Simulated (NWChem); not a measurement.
**CH5N (methylamine) at PBE0/LANL2DZ**

Wanted: a structure relaxation of CH5N (methylamine). 

Program for the calculation: NWChem 7.3.0.

1 further run of the same task is left out (set aside as unsound or not needed).

## (1) The structure to begin with

The species is CH5N (7 atoms), meant as a singlet with charge 0. As SMILES, `CN`. The coordinates come from a PBE0-D4/def2-TZVP relaxation. The run starts from this shape.

Bond lengths: C1–N2 1.453 Å, C1–H3 1.100 Å, C1–H4 1.092 Å, C1–H5 1.092 Å, N2–H6 1.012 Å, N2–H7 1.012 Å. Angles: C1–N2–H6 110.6°, C1–N2–H7 110.6°, N2–C1–H3 115.4°, N2–C1–H4 109.4°, N2–C1–H5 109.4°, H6–N2–H7 106.7°, H3–C1–H4 107.7°, H3–C1–H5 107.7°, H4–C1–H5 106.9°.

## (2) A structure relaxation at PBE0/LANL2DZ

Contents of calc.nw:

```
start calc
title "CH5N"
memory stack 880 mb heap 220 mb global 1100 mb
charge 0

geometry
 C    -0.473800   -0.138400   -0.281500
 N     0.801600    0.390900    0.170500
 H    -0.984400   -0.806400    0.427500
 H    -0.327200   -0.690700   -1.212500
 H    -1.150500    0.689300   -0.505500
 H     1.448000   -0.360600    0.373500
 H     0.686300    0.915800    1.027900
end

basis spherical bse
 * library LANL2DZ
end

dft
 xc pbe0
 grid fine
 convergence energy 1e-08
 maxiter 100
 mulliken
 print low
end

driver
 tight
 maxiter 40
end

task dft optimize
```

Launch:

```bash
$ nwchem calc.nw > calc.out
```

The log of the run:

```text
[...]
 Group name             Cs
[...]
 d= 0,ls=0.0,diis     1    -95.6944231655 -1.38D+02  2.07D-02  2.09D-01     0.3
[...]
         Total DFT energy =      -95.720303014623
[...]
@    0     -95.72030301  0.0D+00  0.01619  0.00461  0.00000  0.00000      1.7
[...]
         Total DFT energy =      -95.721421398117
[...]
@    1     -95.72142140 -1.1D-03  0.00447  0.00176  0.02978  0.06833      3.1
[...]
@    6     -95.72247223 -4.7D-08  0.00001  0.00000  0.00011  0.00023     11.6
[...]
         Total DFT energy =      -95.722472239537
[...]
         Total DFT energy =    -95.722472239537
[...]
@    7     -95.72247224 -5.7D-09  0.00000  0.00000  0.00004  0.00007     12.3
[...]
 d= 0,ls=0.0,diis     2    -95.7224722411 -8.43D-11  5.75D-07  4.34D-10    12.7
         Total DFT energy =      -95.722472241078
      One electron energy =     -211.273356980414
           Coulomb energy =       87.763886269938
    Exchange-Corr. energy =      -14.081789195351
 Nuclear repulsion energy =       41.868787664750
[...]
      Total Density - Mulliken Population Analysis
     ---------------------------------------------
    Atom       Charge   Shell Charges
 -----------   ------   -------------------------------------------------------
    1 C    6     6.57   2.00  0.71  0.70  2.67  0.49
    2 N    7     7.66   2.00  0.81  0.75  3.10  1.00
    3 H    1     0.81   0.52  0.29
    4 H    1     0.78   0.52  0.26
    5 H    1     0.78   0.52  0.26
    6 H    1     0.71   0.50  0.20
    7 H    1     0.71   0.50  0.20
[...]
         Total DFT energy =    -95.722472241078
                         DFT ENERGY GRADIENTS
    atom               coordinates                        gradient
                 x          y          z           x          y          z
   1 C      -0.011281  -1.364571   0.000000   -0.000006  -0.000001   0.000000
   2 N       0.007219   1.393331   0.000000    0.000002  -0.000003   0.000000
   3 H      -1.908650  -2.241096   0.000000    0.000001   0.000001   0.000000
   4 H       1.005936  -2.064603  -1.662571    0.000002   0.000000   0.000001
   5 H       1.005936  -2.064603   1.662571    0.000002   0.000000  -0.000001
   6 H      -0.617359   2.237510  -1.596876   -0.000001   0.000001  -0.000001
   7 H      -0.617359   2.237510   1.596876   -0.000001   0.000001   0.000001
[...]
@    8     -95.72247224 -1.5D-09  0.00000  0.00000  0.00001  0.00002     13.1
[...]
      Optimization converged
[...]
@    8     -95.72247224 -1.5D-09  0.00000  0.00000  0.00001  0.00002     13.1
[...]
```

It took 14 s on 1 thread of Intel Xeon 6975P-C (Granite Rapids), shared host; peak memory 0.12 GiB.

Steps, from the record of the run:

```
step  energy from the first frame kept (eV)
   0                                 0.0000
   1                                -0.0304
   2                                -0.0528
   3                                -0.0583
   4                                -0.0590
   5                                -0.0590
   6                                -0.0590
   7                                -0.0590
   8                                -0.0590
```

After the run. Bond lengths: C1–N2 1.459 Å, C1–H3 1.106 Å, C1–H4 1.096 Å, C1–H5 1.096 Å, N2–H6 1.011 Å, N2–H7 1.011 Å. Angles: C1–N2–H6 116.1°, C1–N2–H7 116.1°, N2–C1–H3 115.2°, N2–C1–H4 109.6°, N2–C1–H5 109.6°, H6–N2–H7 113.3°, H3–C1–H4 107.7°, H3–C1–H5 107.7°, H4–C1–H5 106.8°.

## (3) Outcome

At PBE0/LANL2DZ:

| quantity | value |
| --- | --- |
| total energy at the end | -95.72247 Eh |

What this shows: At the final geometry: Bond lengths: C1–N2 1.459 Å, C1–H3 1.106 Å, C1–H4 1.096 Å, C1–H5 1.096 Å, N2–H6 1.011 Å, N2–H7 1.011 Å. Angles: C1–N2–H6 116.1°, C1–N2–H7 116.1°, N2–C1–H3 115.2°, N2–C1–H4 109.6°, N2–C1–H5 109.6°, H6–N2–H7 113.3°, H3–C1–H4 107.7°, H3–C1–H5 107.7°, H4–C1–H5 106.8°. The optimisation took 9 steps and changed the energy by -0.059 eV. Mulliken charges run from -0.66 on N2 to +0.29 on H6.
